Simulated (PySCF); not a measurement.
H₃Si, SMILES [SiH3], multiplicity 2. Geometry optimised at B3LYP-D3(BJ)/def2-TZVPD. The isomer is the one that the SMILES or the coordinates give; other isomers of the formula were not compared.

Computed equilibrium geometry at B3LYP-D3(BJ)/def2-TZVPD (PySCF confirms it by a frequency run) as Cartesian coordinates in Å, and its point group:
point group C3v.
```xyz
4

Si     0.0000     0.0000     0.0803
H     -1.2222     0.7057    -0.3746
H      1.2222     0.7057    -0.3746
H      0.0000    -1.4113    -0.3746
```
Charge 0, spin multiplicity 2.
